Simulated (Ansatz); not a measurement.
# Relaxing Ni in the fcc type

First guess:

```xyz
1
Lattice="0.0000 1.7718 1.7718 1.7718 0.0000 1.7718 1.7718 1.7718 0.0000" Properties=species:S:1:pos:R:3 pbc="T T T"
Ni    0.0000    0.0000    0.0000
```

Level of theory: DFT, PBE, PAW with Ansatz's default frozen-core files, scalar-relativistic in Ansatz 0.2.0.

Cell and atoms relax within the symmetry of the start on a 18×18×18 k mesh with 0.08 eV Fermi–Dirac smearing, from parallel moments.

The start is built from a prototype, known or not as a phase of this compound; the cutoff is 420 eV.

The magnetic state is the one reached from parallel moments; other orders may lie lower.

(1) What is the pressure of the first guess?

(2) What does it relax to?

(3) How much energy does the relaxation release?

(4) What moment does the relaxed primitive cell (1 atom) carry?

Answers

(1) -3.88 GPa.

(2) a = 3.519 Å, b = 3.519 Å, c = 3.519 Å, α = 90.00°, β = 90.00°, γ = 90.00° (conventional cell), 10.90 Å³ per atom:
Space group Fm-3m (No. 225). a = 3.519 Å, b = 3.519 Å, c = 3.519 Å, α = 90.00°, β = 90.00°, γ = 90.00°
| atom | site | symmetry | x | y | z |
| --- | --- | --- | --- | --- | --- |
| Ni | 4a | m-3m | 0.0000 | 0.0000 | 0.0000 |

(3) 3 meV/atom.

(4) 0.62 μB.
